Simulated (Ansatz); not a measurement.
2H-SiC: LDA at its full settings (plane-wave cutoff 520 eV, 12×12×8 k mesh (along the axes of the cell as run), Fermi–Dirac smearing 0.01 eV, scalar-relativistic PAW data made under PBE) and at cheaper ones, in a cell of 4 atoms with Γ-centred meshes.

| level and setting | equilibrium lattice constant a (Å) | c axis length (Å) | bulk modulus B0 (GPa) |
|---|---|---|---|
| LDA (Ansatz) | 3.056 | 5.016 | 231 |
| LDA (250 eV cutoff) (Ansatz) | 3.065 | 5.030 | 230 |
| LDA (2×2×2 k mesh) (Ansatz) | 3.101 | 4.912 | 221 |
| LDA (4×4×4 k mesh) (Ansatz) | 3.060 | 5.006 | 230 |

Largest shifts from the full settings: lattice constant a +1.47 % (LDA (2×2×2 k mesh)), against a difference of -0.65 % of the full result from the reference 3.076 Å (measured, room temperature, not corrected to a static lattice; as tabulated in Paulus et al. (1997), arXiv:cond-mat/9701136); lattice parameter c -2.07 % (LDA (2×2×2 k mesh)), against a difference of -0.63 % of the full result from the reference 5.048 Å (measured, room temperature, no zero-point or thermal correction; as tabulated in Paulus et al. (1997), arXiv:cond-mat/9701136); bulk modulus -4.3 % (LDA (2×2×2 k mesh)).

The full settings aren't shown to be converged themselves.

Ansatz's density-functional and Hartree–Fock values are scalar-relativistic unless marked +SOC, with PAW data made under PBE.

Run with cheap settings on purpose, which may leave them unconverged: LDA (250 eV cutoff), LDA (2×2×2 k mesh), LDA (4×4×4 k mesh).

Ansatz is an electronic-structure program.
